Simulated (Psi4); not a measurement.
# A workflow on CH3BN− (SMILES [BH3-]C#N)

We compute a structure relaxation (wB97X-D/6-311G**), then vibrational wavenumbers of CH3BN−. Input form: an ASE script.

The results are computed with Psi4 1.11.

## 1. The molecule

CH3BN−: 6 atoms, total charge -1, spin state singlet. As SMILES, `[BH3-]C#N`. The coordinates come from a GFN2-xTB relaxation. The run starts from this shape.

Bond lengths: B1–C2 1.555 Å, C2–N3 1.159 Å, B1–H4 1.224 Å, B1–H5 1.224 Å, B1–H6 1.225 Å. Angles: B1–C2–N3 180.0°, C2–B1–H4 108.7°, C2–B1–H5 108.7°, C2–B1–H6 108.6°, H4–B1–H5 110.3°, H4–B1–H6 110.3°, H5–B1–H6 110.3°.

## 2. A structure relaxation at wB97X-D/6-311G(d,p) (density fitting) (run 1)

run_ase.py

```python
import numpy as np
from ase.calculators.psi4 import Psi4
from ase import Atoms
from ase.optimize import BFGS

mol = Atoms(['B', 'C', 'N', 'H', 'H', 'H'], positions=[
    [-0.274220, 0.361640, -0.245060],
    [0.552190, -0.729680, 0.493070],
    [1.168130, -1.542260, 1.043470],
    [-1.344600, -0.122440, -0.588070],
    [0.356920, 0.734400, -1.225380],
    [-0.458410, 1.298330, 0.521960],
])
calc = Psi4(atoms=mol, method='wb97x-d', basis='6-311G**', memory='1600MB', num_threads=1, charge=-1, multiplicity=1, label='ch3bn')
mol.calc = calc

opt = BFGS(mol)
done = opt.run(fmax=0.01, steps=40)
print('converged:', done)
for s, p in zip(mol.symbols, mol.positions):
    print(f'{s:2s} {p[0]:12.6f} {p[1]:12.6f} {p[2]:12.6f}')
```

On the command line:

```sh
$ python run_ase.py
```

ch3bn.dat:

```text
[...]
  Running in c1 symmetry.
[...]
  Nuclear repulsion =   50.573071826419451
[...]
  Multiplicity = 1
[...]
  Nalpha       = 11
  Nbeta        = 11
[...]
    Number of basis functions: 72
[...]
   @DF-RKS iter   1:  -119.38341545771715   -9.55102e-01   7.48315e-03 ADIIS/DIIS
[...]
   @DF-RKS iter  10:  -119.54557397195067   -8.39862e-12   5.75486e-09 DIIS
[...]
    Orbital Energies [Eh]
    ---------------------
    Doubly Occupied:
       1A    -14.201773     2A    -10.087722     3A     -6.593566
       4A     -0.784201     5A     -0.450982     6A     -0.286760
       7A     -0.238846     8A     -0.238839     9A     -0.223940
      10A     -0.168502    11A     -0.168500
[...]
  @DF-RKS Final Energy:  -119.54557397195067
   => Energetics <=
    Nuclear Repulsion Energy =             50.5730718264194508
    One-Electron Energy =                -265.1917941033897250
    Two-Electron Energy =                 107.1190689345275047
    DFT Exchange-Correlation Energy =     -12.0448181541935675
    Empirical Dispersion Energy =          -0.0011024753143273
    VV10 Nonlocal Energy =                  0.0000000000000000
    Total Energy =                       -119.5455739719506738
[...]
 Multipole Moments:
 ------------------------------------------------------------------------------------
     Multipole            Electronic (a.u.)      Nuclear  (a.u.)        Total (a.u.)
 ------------------------------------------------------------------------------------
 L = 1.  Multiply by 2.5417464519 to convert [e a0] to [Debye]
 Dipole X            :          2.3425415           -1.9858959            0.3566456
 Dipole Y            :         -3.0938989            2.6228270           -0.4710719
 Dipole Z            :          2.0922882           -1.7737706            0.3185176
 Magnitude           :                                                    0.6712364
[...]
  -Total Gradient:
     Atom            X                  Y                   Z
    ------   -----------------  -----------------  -----------------
       1        0.000018110546    -0.000018739092     0.000023436566
       2        0.000089924907    -0.000124289781     0.000084973938
       3       -0.000006218212     0.000017678771    -0.000005117483
       4       -0.000072184220    -0.000033935546    -0.000020630519
       5        0.000051992820     0.000008131167    -0.000053679286
       6       -0.000001420805     0.000034399101     0.000052704676
[...]
```

The script printed:

```text
Step     Time          Energy          fmax
BFGS:    0 hh:mm:ss    -3252.984898        0.791728
BFGS:    1 hh:mm:ss    -3252.988120        1.364816
BFGS:    2 hh:mm:ss    -3252.996781        0.161878
BFGS:    3 hh:mm:ss    -3252.998116        0.130372
BFGS:    4 hh:mm:ss    -3253.000033        0.061898
BFGS:    5 hh:mm:ss    -3253.000232        0.057611
BFGS:    6 hh:mm:ss    -3253.000730        0.021208
BFGS:    7 hh:mm:ss    -3253.000761        0.009018
converged: True
B     -0.280297     0.370118    -0.250391
C      0.566789    -0.748669     0.506222
N      1.182587    -1.561640     1.056306
H     -1.353777    -0.112802    -0.595515
H      0.349802     0.745216    -1.233698
H     -0.466587     1.309781     0.515686
```

It took 32 s on 1 thread of AMD EPYC 9R45 (Zen 5), shared host; peak memory 0.62 GiB.

The path in brief:

| step | energy from the first frame kept (eV) | largest force (eV/Å) |
| --- | --- | --- |
| 0 | 0.0000 | 0.7917 |
| 1 | -0.0032 | 1.3648 |
| 2 | -0.0119 | 0.1619 |
| 3 | -0.0132 | 0.1304 |
| 4 | -0.0151 | 0.0619 |
| 5 | -0.0153 | 0.0576 |
| 6 | -0.0158 | 0.0212 |
| 7 | -0.0159 | 0.0090 |

After the run. Bond lengths: B1–C2 1.594 Å, C2–N3 1.159 Å, B1–H4 1.227 Å, B1–H5 1.227 Å, B1–H6 1.227 Å. Angles: B1–C2–N3 180.0°, C2–B1–H4 108.8°, C2–B1–H5 108.8°, C2–B1–H6 108.8°, H4–B1–H5 110.1°, H4–B1–H6 110.1°, H5–B1–H6 110.1°.

## 3. The harmonic vibrations at wB97X-D/6-311G(d,p) (density fitting) (run 2)

ch3bn.xyz

```xyz
6
CH3BN
B     -0.287442     0.379453    -0.256802
C      0.559644    -0.739333     0.499811
N      1.175442    -1.552304     1.049895
H     -1.360922    -0.103466    -0.601926
H      0.342657     0.754551    -1.240109
H     -0.473732     1.319117     0.509275
```

run.py

```python
import numpy as np
from ase.calculators.psi4 import Psi4
from ase.io import read
from ase.vibrations import Vibrations

a = read('ch3bn.xyz')
calc = Psi4(atoms=a, method='wb97x-d', basis='6-311G**', memory='1600MB', num_threads=1, charge=-1, multiplicity=1, label='calc')
a.calc = calc

vib = Vibrations(a, delta=0.005)
vib.run()
vib.summary()
```

On the command line:

```sh
$ python run.py
```

calc.dat:

```text
[...]
  Running in c1 symmetry.
[...]
  Nuclear repulsion =   50.566906605245180
[...]
  Multiplicity = 1
[...]
  Nalpha       = 11
  Nbeta        = 11
[...]
    Number of basis functions: 72
[...]
   @DF-RKS iter   1:  -119.38346524780231   -9.55739e-01   7.48140e-03 ADIIS/DIIS
[...]
   @DF-RKS iter  10:  -119.54556919966637   -7.92966e-12   5.73039e-09 DIIS
[...]
    Orbital Energies [Eh]
    ---------------------
    Doubly Occupied:
       1A    -14.201782     2A    -10.087728     3A     -6.593956
       4A     -0.784212     5A     -0.450988     6A     -0.286634
       7A     -0.238909     8A     -0.238839     9A     -0.223875
      10A     -0.168605    11A     -0.168426
[...]
  @DF-RKS Final Energy:  -119.54556919966637
   => Energetics <=
    Nuclear Repulsion Energy =             50.5669066052451797
    One-Electron Energy =                -265.1791911009148635
    Two-Electron Energy =                 107.1120422488564401
    DFT Exchange-Correlation Energy =     -12.0442225249207322
    Empirical Dispersion Energy =          -0.0011044279324035
    VV10 Nonlocal Energy =                  0.0000000000000000
    Total Energy =                       -119.5455691996663745
[...]
 Multipole Moments:
 ------------------------------------------------------------------------------------
     Multipole            Electronic (a.u.)      Nuclear  (a.u.)        Total (a.u.)
 ------------------------------------------------------------------------------------
 L = 1.  Multiply by 2.5417464519 to convert [e a0] to [Debye]
 Dipole X            :          2.3428239           -1.9858958            0.3569281
 Dipole Y            :         -3.0958550            2.6228266           -0.4730284
 Dipole Z            :          2.0852469           -1.7693172            0.3159297
 Magnitude           :                                                    0.6715394
[...]
  -Total Gradient:
     Atom            X                  Y                   Z
    ------   -----------------  -----------------  -----------------
       1        0.000157712890    -0.000687666189    -0.000798902818
       2        0.000076939699    -0.000025117268     0.000160918322
       3       -0.000011536256     0.000009120154    -0.000021382149
       4       -0.000071021693    -0.000083945870    -0.000052609235
       5        0.000074345708    -0.000106307142    -0.000151611923
       6       -0.000137126069     0.000772142257     0.000944019144
[...]
```

Standard output:

```text
---------------------
  #    meV     cm^-1
---------------------
  0    4.1i     33.4i
  1    1.3      10.7
  2    2.0      15.9
  3    2.1      16.6
  4    3.6      29.1
  5    5.4      43.3
  6   45.2     364.5
  7   45.3     365.7
  8   91.6     739.0
  9  109.7     884.6
 10  109.8     885.9
 11  143.2    1154.6
 12  145.6    1174.5
 13  145.7    1175.3
 14  284.6    2295.6
 15  291.1    2348.3
 16  293.7    2368.9
 17  293.7    2369.2
---------------------
Zero-point energy: 1.007 eV
```

It took 2.5 min on 1 thread of AMD EPYC 9R45 (Zen 5), shared host; peak memory 1.1 GiB.

## 4. Outcome

| quantity | value |
| --- | --- |
| run 1, wB97X-D/6-311G**: total energy at the end | -119.54557 Eh |
| run 1, wB97X-D/6-311G**: HOMO energy | -4.59 eV |
| run 1, wB97X-D/6-311G**: LUMO energy | 8.67 eV |
| run 1, wB97X-D/6-311G**: HOMO–LUMO gap (to an unbound level, set by the basis) | 13.26 eV |
| run 1, wB97X-D/6-311G**: dispersion energy | -2.89 kJ/mol |

What this shows: The optimisation (run 1, wB97X-D/6-311G**) took 7 steps and changed the energy by -0.016 eV.
